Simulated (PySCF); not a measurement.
# Functional benchmark on one molecule

Molecule: SMILES C=CC(=O)F, C3H3FO.

Atom-mapped SMILES (the numbers label the heavy atoms): `[CH2:1]=[CH:2][C:3](=[O:4])[F:5]`. Each H is labelled by its parent atom. Ha(C1) is cis to C3; Hb(C1) is trans to C3.

Geometry PBE0-D3(BJ)/def2-SVP throughout; GIAO in PySCF 2.14.0 with density-fitted response routines, gas phase, one conformer, non-relativistic; equivalent atoms averaged; basis pcSseg-2.

Reference values (measured; solution, not stated per compound (mostly CDCl3 or CCl4); Pretsch, Buehlmann, Badertscher, Structure Determination of Organic Compounds, 4th ed. (2009)): δ(H(C2)) = 6.14 ppm, δ(Hb(C1)) = 6.25 ppm, δ(Ha(C1)) = 6.60 ppm. Computed shifts are taken against TMS, calculated as an isolated molecule at each level.

Task: How do the functionals WP04, B97-2, BHandHLYP, CAM-B3LYP, wB97X-D, LC-wPBE perform against the reference? Times are CPU seconds on 1 thread of an Intel Xeon Platinum 8488C, shared host.

Result: 
```tsv
functional	kind	H(C2)	Hb(C1)	Ha(C1)	mean abs. error H	core-s
WP04	global hybrid	6.06	6.18	6.94	0.16	14
B97-2	global hybrid	6.27	6.38	7.16	0.27	13
BHandHLYP	global hybrid	6.22	6.49	7.29	0.34	13
CAM-B3LYP	range-separated hybrid	6.31	6.47	7.26	0.35	18
wB97X-D	range-separated hybrid	6.31	6.48	7.26	0.35	17
LC-wPBE	range-separated hybrid	6.40	6.63	7.38	0.47	24
```

For ¹H the closest is WP04 (0.16 ppm) and the furthest LC-wPBE (0.47 ppm). One molecule is a small sample, and vibrational and solvent effects are absent from the calculation.
